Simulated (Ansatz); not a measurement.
# SiP₂ (singlet): B2PLYP, RPA-PBE over vertical spin and charge gaps and displaced geometries, cc-pVDZ

How well do these functionals follow the top wave-function level for SiP₂ (singlet) over vertical spin and charge gaps and displaced geometries?

Computed with Ansatz 0.2.0, Gaussian basis. Level: cc-pVDZ, all electrons in the functionals, frozen cores in the correlation of double hybrids and RPA.

Plan: B2PLYP, RPA-PBE, at charge 0, singlet; charge 0, triplet; charge 1, doublet; displaced geometry v1; displaced geometry v2.

15 further runs of the same task are left out: 4 that didn't finish, 11 set aside as unsound or not needed. Runs told in other sessions of the task aren't counted.

## (1) The system

The geometry is a PBE0/def2-TZVP stationary point (not a proven minimum).

3 atoms, charge 0, spin multiplicity 1.

Atoms are counted from 1 here; the program's logs count them from 0.

Bond lengths: P1–P2 2.051 Å, P1–Si3 2.217 Å, P2–Si3 2.217 Å. Angles: P2–P1–Si3 62.5°, P1–P2–Si3 62.5°, P1–Si3–P2 55.1°.

As a file:

```xyz
3
P2Si
P     0.0000   -1.0253    0.6131
P     0.0000    1.0253    0.6131
Si    0.0000    0.0000   -1.3524
```

No dispersion term is added.

The geometry shown and the zero of energy belong to the point charge 0, singlet. The yardstick, UCCSD(T), and other wave-function levels (R restricted, U unrestricted, valence and pair active spaces) come from earlier runs.

## (2) B2PLYP, charge 0, singlet

File in.yaml:

```yaml
crystal:
  periodic: [false, false, false]
  atoms:
    - {symbol: P, position_ang: [0.000000, -1.025294, 0.613145]}
    - {symbol: P, position_ang: [0.000000, 1.025294, 0.613145]}
    - {symbol: Si, position_ang: [0.000000, 0.000000, -1.352400]}
basis:
  gaussian: {orbitals: cc-pVDZ}
hamiltonian: {xc: {name: B2PLYP}}
correlation: {electrons: outside_noble_gas}
```

Launch:

```
$ ansatz run in.yaml --threads 1 --pin off --events-out ev --progress --plain --max-ram 2393MiB
```

Output:

```text
Functional definition: B2PLYP
  name "B2PLYP"
  cite "Grimme, J. Chem. Phys. 124, 034108 (2006) doi:10.1063/1.2148954"
  cite "Becke, Phys. Rev. A 38, 3098 (1988) doi:10.1103/PhysRevA.38.3098"
  cite "Lee, Yang & Parr, Phys. Rev. B 37, 785 (1988) doi:10.1103/PhysRevB.37.785"
  parameter a = 0.53
  parameter c = 0.27
  exchange = (1 - a)*b88_x + a*exact_x
  correlation = (1 - c)*lyp_c + c*(mp2_os + mp2_ss)
570 factors; integrals over basis functions are off by at most 1.2e-3 eV
mean field evaluation 1: about -26440.4412 eV, gradient 7.4e0 eV
mean field evaluation 2: about -26440.7377 eV, gradient 7.1e0 eV
mean field evaluation 4: about -26440.9657 eV, gradient 1.4e0 eV
mean field evaluation 8: about -26440.9750 eV, gradient 1.6e-2 eV
mean field evaluation 16: about -26440.9750 eV, gradient 4.3e-6 eV
mean field -26440.97497609 eV, -971.6879080346 hartree, gradient 3.4e-6 eV, S^2 0.000000; 0 other end points of the search recorded, 0 dependent functions left out
15 core orbitals not correlated: weight in the atoms' cores, before any rotation towards them, 1.000 or more for the frozen orbitals, at most 0.000 for the correlated occupied ones
reference -26440.97511055 eV, -971.6879129762 hartree; 7, 7 occupied and 32, 32 virtual orbitals, 570 factors
second order -10.66104706 eV of doubles, -0.00000000 eV of singles
Total energy: -26443.85359326 eV, -971.7936952645 hartree
```

Wall time 2.1 s (1 thread of Arm Neoverse V1, shared host).

## (3) B2PLYP, charge 0, triplet

Edit in.yaml of step 2 so:

```diff
@@ -8,2 +8,3 @@
   gaussian: {orbitals: cc-pVDZ}
+magnetization: {spin_polarized: true, initial_magnetization: 2}
 hamiltonian: {xc: {name: B2PLYP}}
```

Same command.

Output, shortened:

```text
Functional definition: B2PLYP
  name "B2PLYP"
  cite "Grimme, J. Chem. Phys. 124, 034108 (2006) doi:10.1063/1.2148954"
  cite "Becke, Phys. Rev. A 38, 3098 (1988) doi:10.1103/PhysRevA.38.3098"
  cite "Lee, Yang & Parr, Phys. Rev. B 37, 785 (1988) doi:10.1103/PhysRevB.37.785"
[...]
570 factors; integrals over basis functions are off by at most 1.2e-3 eV
[...]
mean field -26439.47936183 eV, -971.6329452246 hartree, gradient 7.4e-6 eV, S^2 2.054748; 6 other end points of the search recorded, 0 dependent functions left out
15 core orbitals not correlated: weight in the atoms' cores, before any rotation towards them, 1.000 or more for the frozen orbitals, at most 0.000 for the correlated occupied ones
reference -26439.47949593 eV, -971.6329501527 hartree; 8, 6 occupied and 31, 33 virtual orbitals, 570 factors
second order -9.99897096 eV of doubles, -0.00000000 eV of singles
Total energy: -26442.17921809 eV, -971.7321631121 hartree
```

It took 5.5 s on 1 thread of Arm Neoverse V1, shared host.

From the report: ⟨S²⟩ of the determinant 2.055 (pure triplet: 2.00).

From charge 0, singlet: +1.674 eV.

## (4) B2PLYP, charge 1, doublet

Edit in.yaml of step 3 so:

```diff
@@ -8,3 +8,4 @@
   gaussian: {orbitals: cc-pVDZ}
-magnetization: {spin_polarized: true, initial_magnetization: 2}
+total_charge: 1
+magnetization: {spin_polarized: true, initial_magnetization: 1}
 hamiltonian: {xc: {name: B2PLYP}}
```

Same command.

Output, shortened:

```text
Functional definition: B2PLYP
  name "B2PLYP"
  cite "Grimme, J. Chem. Phys. 124, 034108 (2006) doi:10.1063/1.2148954"
  cite "Becke, Phys. Rev. A 38, 3098 (1988) doi:10.1103/PhysRevA.38.3098"
  cite "Lee, Yang & Parr, Phys. Rev. B 37, 785 (1988) doi:10.1103/PhysRevB.37.785"
[...]
570 factors; integrals over basis functions are off by at most 1.2e-3 eV
[...]
mean field -26432.49688893 eV, -971.3763440782 hartree, gradient 4.7e-6 eV, S^2 0.761969; 6 other end points of the search recorded, 0 dependent functions left out
15 core orbitals not correlated: weight in the atoms' cores, before any rotation towards them, 1.000 or more for the frozen orbitals, at most 0.000 for the correlated occupied ones
reference -26432.49701265 eV, -971.3763486248 hartree; 7, 6 occupied and 32, 33 virtual orbitals, 570 factors
second order -10.15249521 eV of doubles, -0.00000000 eV of singles
Total energy: -26435.23818635 eV, -971.4770849005 hartree
```

Wall time 7.5 s (1 thread of Arm Neoverse V1, shared host).

From the report: ⟨S²⟩ of the determinant 0.762 (pure doublet: 0.75).

From charge 0, singlet: +8.615 eV.

## (5) B2PLYP, displaced geometry v1

File in.yaml:

```yaml
crystal:
  periodic: [false, false, false]
  atoms:
    - {symbol: P, position_ang: [-0.014416, -1.033206, 0.633754]}
    - {symbol: P, position_ang: [-0.015249, 1.001239, 0.622601]}
    - {symbol: Si, position_ang: [0.032715, 0.035255, -1.385557]}
basis:
  gaussian: {orbitals: cc-pVDZ}
hamiltonian: {xc: {name: B2PLYP}}
correlation: {electrons: outside_noble_gas}
```

Launched as before.

Output, shortened:

```text
Functional definition: B2PLYP
  name "B2PLYP"
  cite "Grimme, J. Chem. Phys. 124, 034108 (2006) doi:10.1063/1.2148954"
  cite "Becke, Phys. Rev. A 38, 3098 (1988) doi:10.1103/PhysRevA.38.3098"
  cite "Lee, Yang & Parr, Phys. Rev. B 37, 785 (1988) doi:10.1103/PhysRevB.37.785"
[...]
570 factors; integrals over basis functions are off by at most 1.2e-3 eV
[...]
mean field -26440.96016999 eV, -971.6873639207 hartree, gradient 4.6e-6 eV, S^2 0.000000; 0 other end points of the search recorded, 0 dependent functions left out
15 core orbitals not correlated: weight in the atoms' cores, before any rotation towards them, 1.000 or more for the frozen orbitals, at most 0.000 for the correlated occupied ones
reference -26440.96030375 eV, -971.6873688362 hartree; 7, 7 occupied and 32, 32 virtual orbitals, 570 factors
second order -10.68934003 eV of doubles, -0.00000000 eV of singles
Total energy: -26443.84642556 eV, -971.7934318564 hartree
```

Wall time 2.1 s (1 thread of Arm Neoverse V1, shared host).

From charge 0, singlet: +0.007 eV.

## (6) B2PLYP, displaced geometry v2

File in.yaml:

```yaml
crystal:
  periodic: [false, false, false]
  atoms:
    - {symbol: P, position_ang: [0.084252, -1.020672, 0.608092]}
    - {symbol: P, position_ang: [-0.080623, 1.038289, 0.619686]}
    - {symbol: Si, position_ang: [-0.004002, -0.019428, -1.354040]}
basis:
  gaussian: {orbitals: cc-pVDZ}
magnetization: {spin_polarized: true, initial_magnetization: 0}
hamiltonian: {xc: {name: B2PLYP}}
correlation: {electrons: outside_noble_gas}
```

Launched as before.

Output, shortened:

```text
Functional definition: B2PLYP
  name "B2PLYP"
  cite "Grimme, J. Chem. Phys. 124, 034108 (2006) doi:10.1063/1.2148954"
  cite "Becke, Phys. Rev. A 38, 3098 (1988) doi:10.1103/PhysRevA.38.3098"
  cite "Lee, Yang & Parr, Phys. Rev. B 37, 785 (1988) doi:10.1103/PhysRevB.37.785"
[...]
570 factors; integrals over basis functions are off by at most 1.3e-3 eV
[...]
mean field -26440.97658701 eV, -971.6879672349 hartree, gradient 3.9e-6 eV, S^2 0.000000; 6 other end points of the search recorded, 0 dependent functions left out
15 core orbitals not correlated: weight in the atoms' cores, before any rotation towards them, 1.000 or more for the frozen orbitals, at most 0.000 for the correlated occupied ones
reference -26440.97672046 eV, -971.6879721392 hartree; 7, 7 occupied and 32, 32 virtual orbitals, 570 factors
second order -10.69742782 eV of doubles, -0.00000000 eV of singles
Total energy: -26443.86502597 eV, -971.7941154089 hartree
```

Run time: 6 s. Hardware: 1 thread of Arm Neoverse V1, shared host.

From the report: ⟨S²⟩ of the determinant 0.000 (pure singlet: 0.00).

From charge 0, singlet: -0.011 eV.

## (7) RPA-PBE, charge 0, singlet

File in.yaml:

```yaml
crystal:
  periodic: [false, false, false]
  atoms:
    - {symbol: P, position_ang: [0.000000, -1.025294, 0.613145]}
    - {symbol: P, position_ang: [0.000000, 1.025294, 0.613145]}
    - {symbol: Si, position_ang: [0.000000, 0.000000, -1.352400]}
basis:
  gaussian: {orbitals: cc-pVDZ}
hamiltonian: {xc: {name: PBE}}
correlation: {method: rpa, electrons: outside_noble_gas}
```

Same command.

Output, shortened:

```text
Functional definition: PBE
  name "PBE"
  cite "Perdew, Burke & Ernzerhof, Phys. Rev. Lett. 77, 3865 (1996) doi:10.1103/PhysRevLett.77.3865"
  parent pbe
[...]
570 factors; integrals over basis functions are off by at most 1.2e-3 eV
[...]
mean field -26441.99207113 eV, -971.7252855882 hartree, gradient 3.0e-6 eV, S^2 0.000000; 0 other end points of the search recorded, 0 dependent functions left out
15 core orbitals not correlated: weight in the atoms' cores, before any rotation towards them, 1.000 or more for the frozen orbitals, at most 0.000 for the correlated occupied ones
reference -26404.94500765 eV, -970.3638311167 hartree; 7, 7 occupied and 32, 32 virtual orbitals, 570 factors
Total energy: -26418.62894401 eV, -970.8667065025 hartree
```

It took 1.6 s on 1 thread of Arm Neoverse V1, shared host.

## (8) RPA-PBE, charge 0, triplet

Edit in.yaml of step 7 so:

```diff
@@ -8,2 +8,3 @@
   gaussian: {orbitals: cc-pVDZ}
+magnetization: {spin_polarized: true, initial_magnetization: 2}
 hamiltonian: {xc: {name: PBE}}
```

Same command.

Output, shortened:

```text
Functional definition: PBE
  name "PBE"
  cite "Perdew, Burke & Ernzerhof, Phys. Rev. Lett. 77, 3865 (1996) doi:10.1103/PhysRevLett.77.3865"
  parent pbe
[...]
570 factors; integrals over basis functions are off by at most 1.2e-3 eV
[...]
mean field -26440.42783451 eV, -971.6678009527 hartree, gradient 9.3e-7 eV, S^2 2.011955; 15 other end points of the search recorded, 0 dependent functions left out
15 core orbitals not correlated: weight in the atoms' cores, before any rotation towards them, 1.000 or more for the frozen orbitals, at most 0.000 for the correlated occupied ones
reference -26403.60018495 eV, -970.3144097940 hartree; 8, 6 occupied and 31, 33 virtual orbitals, 570 factors
Total energy: -26416.95504576 eV, -970.8051918764 hartree
```

It took 17 s on 1 thread of Arm Neoverse V1, shared host.

From the report: ⟨S²⟩ of the determinant 2.012 (pure triplet: 2.00).

From charge 0, singlet: +1.674 eV.

## (9) RPA-PBE, charge 1, doublet

Edit in.yaml of step 8 so:

```diff
@@ -8,3 +8,4 @@
   gaussian: {orbitals: cc-pVDZ}
-magnetization: {spin_polarized: true, initial_magnetization: 2}
+total_charge: 1
+magnetization: {spin_polarized: true, initial_magnetization: 1}
 hamiltonian: {xc: {name: PBE}}
```

The command is unchanged.

Output, shortened:

```text
Functional definition: PBE
  name "PBE"
  cite "Perdew, Burke & Ernzerhof, Phys. Rev. Lett. 77, 3865 (1996) doi:10.1103/PhysRevLett.77.3865"
  parent pbe
[...]
570 factors; integrals over basis functions are off by at most 1.2e-3 eV
[...]
mean field -26433.27992399 eV, -971.4051200859 hartree, gradient 1.5e-6 eV, S^2 0.753468; 12 other end points of the search recorded, 0 dependent functions left out
15 core orbitals not correlated: weight in the atoms' cores, before any rotation towards them, 1.000 or more for the frozen orbitals, at most 0.000 for the correlated occupied ones
reference -26396.84650551 eV, -970.0662166524 hartree; 7, 6 occupied and 32, 33 virtual orbitals, 570 factors
Total energy: -26410.07754630 eV, -970.5524484330 hartree
```

It took 18 s on 1 thread of Arm Neoverse V1, shared host.

From the report: ⟨S²⟩ of the determinant 0.753 (pure doublet: 0.75).

From charge 0, singlet: +8.551 eV.

## (10) RPA-PBE, displaced geometry v1

File in.yaml:

```yaml
crystal:
  periodic: [false, false, false]
  atoms:
    - {symbol: P, position_ang: [-0.014416, -1.033206, 0.633754]}
    - {symbol: P, position_ang: [-0.015249, 1.001239, 0.622601]}
    - {symbol: Si, position_ang: [0.032715, 0.035255, -1.385557]}
basis:
  gaussian: {orbitals: cc-pVDZ}
hamiltonian: {xc: {name: PBE}}
correlation: {method: rpa, electrons: outside_noble_gas}
```

The command is unchanged.

Output, shortened:

```text
Functional definition: PBE
  name "PBE"
  cite "Perdew, Burke & Ernzerhof, Phys. Rev. Lett. 77, 3865 (1996) doi:10.1103/PhysRevLett.77.3865"
  parent pbe
[...]
570 factors; integrals over basis functions are off by at most 1.2e-3 eV
[...]
mean field -26441.99094447 eV, -971.7252441840 hartree, gradient 1.8e-6 eV, S^2 0.000000; 0 other end points of the search recorded, 0 dependent functions left out
15 core orbitals not correlated: weight in the atoms' cores, before any rotation towards them, 1.000 or more for the frozen orbitals, at most 0.000 for the correlated occupied ones
reference -26404.91771865 eV, -970.3628282642 hartree; 7, 7 occupied and 32, 32 virtual orbitals, 570 factors
Total energy: -26418.63378937 eV, -970.8668845662 hartree
```

Wall time 1.6 s (1 thread of Arm Neoverse V1, shared host).

From charge 0, singlet: -0.005 eV.

## (11) RPA-PBE, displaced geometry v2

File in.yaml:

```yaml
crystal:
  periodic: [false, false, false]
  atoms:
    - {symbol: P, position_ang: [0.084252, -1.020672, 0.608092]}
    - {symbol: P, position_ang: [-0.080623, 1.038289, 0.619686]}
    - {symbol: Si, position_ang: [-0.004002, -0.019428, -1.354040]}
basis:
  gaussian: {orbitals: cc-pVDZ}
magnetization: {spin_polarized: true, initial_magnetization: 0}
hamiltonian: {xc: {name: PBE}}
correlation: {method: rpa, electrons: outside_noble_gas}
```

Same command.

Output, shortened:

```text
Functional definition: PBE
  name "PBE"
  cite "Perdew, Burke & Ernzerhof, Phys. Rev. Lett. 77, 3865 (1996) doi:10.1103/PhysRevLett.77.3865"
  parent pbe
[...]
570 factors; integrals over basis functions are off by at most 1.3e-3 eV
[...]
mean field -26442.00591855 eV, -971.7257944715 hartree, gradient 2.0e-6 eV, S^2 0.000000; 6 other end points of the search recorded, 0 dependent functions left out
15 core orbitals not correlated: weight in the atoms' cores, before any rotation towards them, 1.000 or more for the frozen orbitals, at most 0.000 for the correlated occupied ones
reference -26404.93583187 eV, -970.3634939129 hartree; 7, 7 occupied and 32, 32 virtual orbitals, 570 factors
Total energy: -26418.65009105 eV, -970.8674836420 hartree
```

It took 6.5 s on 1 thread of Arm Neoverse V1, shared host.

From the report: ⟨S²⟩ of the determinant 0.000 (pure singlet: 0.00).

From charge 0, singlet: -0.021 eV.

## (12) Against the wave-function levels

No level is safe as a reference over these points; UCCSD(T) serves as a yardstick only. It comes from earlier runs at the same points. Energies in eV, counted from charge 0, singlet; blanks weren't run or aren't comparable.

| level | singlet to triplet | ionisation to the doublet cation | displacement v1 | displacement v2 |
| --- | --- | --- | --- | --- |
| UCCSD(T) | 1.696 | 8.491 | 0.001 | -0.016 |
| B2PLYP | 1.674 | 8.615 | 0.007 | -0.011 |
| RPA-PBE | 1.674 | 8.551 | -0.005 | -0.021 |

Largest miss and mean time a point (UCCSD(T) took 35 s a point; shared hosts):

| level | largest miss (eV) | where | time a point |
| --- | --- | --- | --- |
| B2PLYP | +0.125 | ionisation to the doublet cation | 4.7 s |
| RPA-PBE | +0.061 | ionisation to the doublet cation | 8.8 s |

## (13) Results

| quantity | value |
| --- | --- |
| singlet to triplet, UCCSD(T) | 1.696 eV |
| ionisation to the doublet cation, UCCSD(T) | 8.491 eV |
| displacement v1, UCCSD(T) | 0.001 eV |
| displacement v2, UCCSD(T) | -0.016 eV |
| largest miss, B2PLYP | +0.125 eV (ionisation to the doublet cation) |
| largest miss, RPA-PBE | +0.061 eV (ionisation to the doublet cation) |

**Reading.** Of the functionals, RPA-PBE keep the smallest largest miss at the points compared (at most 0.061 eV) and B2PLYP strays most (0.125 eV, at ionisation to the doublet cation). Functionals and the yardstick converge differently with the basis, so part of each miss in cc-pVDZ is the basis. The yardstick itself may be off where one determinant is a poor start.
